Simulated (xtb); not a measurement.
C4H6, SMILES C(=C)C=C. All values are semi-empirical tight-binding results from xtb (GFN2-xTB unless named), good for trends rather than for accurate numbers. Geometry optimised at GFN2-xTB. The values are those of a single conformer.

Optimised geometry:

Bonded distances (Å): C1–C2 1.328, C1–H5 1.078, C1–H6 1.076, C2–C3 1.447, C2–H7 1.083, C3–C4 1.328, C3–H8 1.083, C4–H9 1.076, C4–H10 1.078. Angles (°): C2–C1–H5 121.5, C2–C1–H6 122.1, H5–C1–H6 116.4, C1–C2–C3 123.7, C1–C2–H7 120.3, C3–C2–H7 116.1, C2–C3–C4 123.7, C2–C3–H8 116.1, C4–C3–H8 120.3, C3–C4–H9 122.1, C3–C4–H10 121.5, H9–C4–H10 116.4.
Charge 0, spin multiplicity 1.

Computed properties:
```yaml
point_group_as_xtb_finds_it: C2h
orbital_gap: 3.78 eV
dipole_moment: 0.00 D
zero_point_energy: 52.0 kcal/mol
G − E(el) at 298.15 K (modified RRHO): 35.7 kcal/mol
static polarisability (D4 model): 50.3 bohr³
solvation energy, GFN2-xTB/ALPB(water): -0.5 kcal/mol
solvation energy, GFN2-xTB/ALPB(benzene): -3.3 kcal/mol
```

Give the IR lines (harmonic; lines under 4 % of the strongest left out, lines within 3 cm⁻¹ merged). (Estimate from the structure and the level; the computed values follow.)

ν (cm⁻¹): 886 (m), 1040 (m), 3061 (s), 3099 (m), 3128 (vs) (against the strongest line: vs over 80 %, s over 45 %, m over 15 %, w over 4 %, vw less)

Computed atomic charges and the Wiberg bond orders between heavy atoms:
charges (e) C1 -0.09, C2 -0.03, C3 -0.03, C4 -0.09, H5 0.04, H6 0.04, H7 0.04, H8 0.04, H9 0.04, H10 0.04. Bond orders C1–C2 1.89, C2–C3 1.12, C3–C4 1.89.
